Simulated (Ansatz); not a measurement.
Born–Oppenheimer molecular dynamics of BH6N (8 atoms, charge 0, multiplicity 1). It starts at the highest image of a converged band. Of that band: Neighbouring images differ by up to 1.3 eV, so the band resolves the path poorly. A vibrational analysis at the climbing image gives one clearly imaginary mode, 1374i cm⁻¹: a first-order saddle point.

All numbers below come from RKS B3LYP/def2-SVP (Ansatz).

| Quantity | Value |
| --- | --- |
| ensemble | NVE (velocity Verlet) |
| time step | 0.5 fs |
| steps asked | 200 |
| starting velocities drawn for | 100 K |
| seed | 10605 |

Frames 2.5 fs apart, positions in Å, forces in eV/Å.

Velocities at 15.0 fs (Å/ps):

```
B -0.06 5.71 -0.91
H 9.12 -13.87 -22.61
H -0.71 -7.92 5.48
H -2.86 -6.35 -5.00
N -0.92 1.90 2.07
H -4.67 -6.30 8.31
H 2.41 5.92 0.16
H 10.13 -59.11 -5.42
```

```xyz
8
Properties=species:S:1:pos:R:3:forces:R:3 time_fs=15.0 energy_less_start_eV=-0.195 T=352
B 0.019 -0.335 0.096 -1.37 1.26 -0.20
H -0.306 0.336 1.191 0.09 -0.12 -0.34
H 1.031 0.155 -0.244 0.81 0.10 -0.43
H -0.979 -0.234 -0.614 0.39 -0.11 -0.01
N 0.151 -1.786 0.744 -0.88 -0.24 0.45
H -0.624 -2.430 0.529 0.37 0.46 0.23
H 1.035 -2.281 0.726 0.22 0.24 0.21
H -0.106 -0.859 1.445 0.38 -1.58 0.10
8
Properties=species:S:1:pos:R:3:forces:R:3 time_fs=17.5 energy_less_start_eV=-0.588 T=856
B 0.015 -0.317 0.092 -1.06 1.49 -0.73
H -0.282 0.303 1.127 -0.15 0.53 0.05
H 1.055 0.138 -0.245 0.63 -0.08 -0.55
H -0.973 -0.254 -0.628 0.37 -0.13 -0.21
N 0.147 -1.782 0.750 -0.14 -1.47 -0.82
H -0.623 -2.430 0.557 0.22 0.28 0.12
H 1.046 -2.259 0.733 0.00 0.25 0.26
H -0.070 -1.056 1.444 0.13 -0.87 1.89
8
Properties=species:S:1:pos:R:3:forces:R:3 time_fs=20.0 energy_less_start_eV=-0.985 T=1369
B 0.005 -0.291 0.085 0.47 0.60 -0.98
H -0.268 0.302 1.068 -0.40 0.99 0.86
H 1.113 0.116 -0.278 -0.34 -0.39 -0.29
H -0.947 -0.281 -0.655 0.06 -0.07 -0.49
N 0.142 -1.784 0.751 0.96 -0.63 -1.80
H -0.612 -2.419 0.590 -0.53 -0.74 -0.38
H 1.058 -2.224 0.754 0.02 -0.18 -0.08
H -0.029 -1.294 1.564 -0.25 0.42 3.16
8
Properties=species:S:1:pos:R:3:forces:R:3 time_fs=22.5 energy_less_start_eV=-1.173 T=1610
B -0.002 -0.261 0.073 1.05 -0.02 -0.19
H -0.275 0.356 1.054 -0.29 0.73 0.43
H 1.152 0.072 -0.328 -0.86 -0.38 0.00
H -0.917 -0.312 -0.709 -0.03 -0.01 -0.41
N 0.141 -1.789 0.749 -0.46 1.37 4.09
H -0.624 -2.444 0.602 0.23 -0.40 -0.53
H 1.071 -2.199 0.770 0.03 -0.51 -0.61
H 0.004 -1.524 1.823 0.34 -0.77 -2.78
8
Properties=species:S:1:pos:R:3:forces:R:3 time_fs=25.0 energy_less_start_eV=-0.944 T=1318
B -0.004 -0.232 0.060 0.36 -0.08 0.64
H -0.299 0.452 1.063 0.04 -0.07 -0.65
H 1.144 0.006 -0.378 -0.61 -0.12 0.15
H -0.886 -0.344 -0.786 0.17 0.05 0.12
N 0.138 -1.789 0.761 -0.68 -0.64 5.02
H -0.622 -2.490 0.584 1.09 0.51 -0.49
H 1.083 -2.201 0.750 -0.42 -0.23 -0.89
H 0.053 -1.787 1.944 0.06 0.58 -3.91
8
Properties=species:S:1:pos:R:3:forces:R:3 time_fs=27.5 energy_less_start_eV=-1.144 T=1571
B -0.005 -0.203 0.050 -0.64 -0.23 0.83
H -0.321 0.545 1.036 0.24 -0.52 -1.03
H 1.102 -0.066 -0.420 0.22 0.21 0.10
H -0.847 -0.372 -0.856 0.22 0.11 0.62
N 0.133 -1.792 0.795 0.37 -1.80 2.37
H -0.564 -2.512 0.534 0.37 0.42 -0.75
H 1.072 -2.216 0.678 -0.45 0.21 -0.94
H 0.105 -2.017 1.848 -0.33 1.60 -1.20
8
Properties=species:S:1:pos:R:3:forces:R:3 time_fs=30.0 energy_less_start_eV=-0.852 T=1201
B -0.008 -0.175 0.044 -0.74 -0.59 0.37
H -0.330 0.610 0.952 0.18 -0.34 -0.55
H 1.073 -0.127 -0.456 0.75 0.38 0.12
H -0.796 -0.395 -0.891 -0.10 0.08 0.67
N 0.129 -1.801 0.836 1.05 -0.32 -4.34
H -0.485 -2.509 0.440 -0.70 0.24 -0.82
H 1.036 -2.219 0.553 -0.11 0.71 -0.45
H 0.139 -2.167 1.708 -0.32 -0.18 5.01
8
Properties=species:S:1:pos:R:3:forces:R:3 time_fs=32.5 energy_less_start_eV=-0.855 T=1198
B -0.015 -0.151 0.040 0.48 -1.29 -0.66
H -0.329 0.657 0.838 -0.12 0.45 0.53
H 1.082 -0.166 -0.483 0.36 0.44 0.43
H -0.752 -0.413 -0.888 -0.60 -0.05 0.28
N 0.129 -1.813 0.864 0.55 -2.49 -1.70
H -0.443 -2.487 0.305 -0.68 0.87 0.58
H 0.992 -2.180 0.404 0.15 0.88 0.77
H 0.154 -2.304 1.786 -0.14 1.20 -0.24
8
Properties=species:S:1:pos:R:3:forces:R:3 time_fs=35.0 energy_less_start_eV=-0.439 T=668
B -0.019 -0.134 0.033 1.33 -1.33 -0.82
H -0.335 0.729 0.752 -0.18 0.60 0.84
H 1.113 -0.178 -0.485 -0.19 0.43 0.63
H -0.743 -0.434 -0.868 -0.83 -0.19 -0.08
N 0.132 -1.835 0.883 -0.03 -2.54 -0.86
H -0.441 -2.417 0.203 -0.59 0.70 1.67
H 0.959 -2.092 0.299 0.54 0.45 1.56
H 0.161 -2.377 1.875 -0.04 1.87 -2.93
8
Properties=species:S:1:pos:R:3:forces:R:3 time_fs=37.5 energy_less_start_eV=-0.660 T=946
B -0.017 -0.124 0.022 0.71 -0.19 -0.17
H -0.349 0.829 0.710 0.15 -0.48 0.15
H 1.135 -0.165 -0.451 -0.34 0.33 0.46
H -0.780 -0.466 -0.849 -0.42 -0.10 0.07
N 0.135 -1.868 0.897 -0.07 0.47 -2.60
H -0.475 -2.309 0.193 -0.80 -0.23 1.23
H 0.956 -1.978 0.283 0.70 -0.16 1.43
H 0.165 -2.348 1.810 0.07 0.35 -0.57
8
Properties=species:S:1:pos:R:3:forces:R:3 time_fs=40.0 energy_less_start_eV=-0.497 T=743
B -0.011 -0.115 0.009 -0.56 0.61 0.18
H -0.355 0.903 0.679 0.30 -1.20 -0.20
H 1.139 -0.133 -0.390 -0.01 0.15 0.03
H -0.841 -0.502 -0.826 0.30 0.16 0.38
N 0.137 -1.897 0.899 0.15 3.76 -5.47
H -0.557 -2.213 0.252 -0.74 -0.84 0.09
H 0.992 -1.873 0.349 0.38 -0.66 0.59
H 0.174 -2.308 1.737 0.17 -1.97 4.40
8
Properties=species:S:1:pos:R:3:forces:R:3 time_fs=42.5 energy_less_start_eV=-0.523 T=771
B -0.007 -0.102 -0.002 -1.15 0.45 0.27
H -0.345 0.911 0.639 0.11 -0.90 0.07
H 1.142 -0.092 -0.328 0.36 -0.02 -0.37
H -0.886 -0.530 -0.782 0.67 0.32 0.27
N 0.140 -1.913 0.883 -0.31 0.81 1.59
H -0.675 -2.164 0.324 0.72 -0.65 0.02
H 1.051 -1.806 0.450 -0.16 -0.96 -0.36
H 0.190 -2.348 1.849 -0.25 0.95 -1.50
```

Of the whole run (100 fs, mean temperature of the second half 1083 K): The conserved energy stayed within 0.75 meV per atom of its start (net change -0.36 meV per atom), so the integration is sound. The kinetic energy rose, since the run started high on the potential surface and went downhill. A run of 0.1 ps of so small a system gives no equilibrium averages. The orbitals stay closed-shell, which can raise the energy where a bond breaks towards radicals; this wasn't checked here.

Run time: 3.1 min on 1 thread of Arm Neoverse V2, on a shared host, peak memory 0.096 GiB.
